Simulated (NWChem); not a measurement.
Ionisation of O₂ (+1)

```xyz
2

O      0.0000     0.0000     0.5535
O      0.0000     0.0000    -0.5535
```
Charge +1, spin multiplicity 2.

All runs are NWChem calculations. The geometry was optimised at UB3LYP/def2-SVP, a minimum by its harmonic frequencies.

Basis set: def2-TZVP. −ε marks an orbital energy of the parent.

B3LYP has NWChem's definition, with VWN1-RPA local correlation. The structure started from a generated list of species. The unpaired electrons of the parent sit in orbitals of symmetry b2g (D2h labels of the run); other states weren't searched. The stability of the SCF solutions was not checked.

Task: One of these methods gave a first vertical ionisation energy of 18.60 eV. Which?
(A) −ε(alpha HOMO) of TPSS
(B) −ε(alpha HOMO) of B3LYP
(C) −ε(alpha HOMO) of PBE
(D) −ε(alpha HOMO) of r2SCAN

Result: D, −ε(alpha HOMO) of r2SCAN. The others give 20.01 (−ε(alpha HOMO) of B3LYP), 18.23 (−ε(alpha HOMO) of TPSS), 17.92 (−ε(alpha HOMO) of PBE).
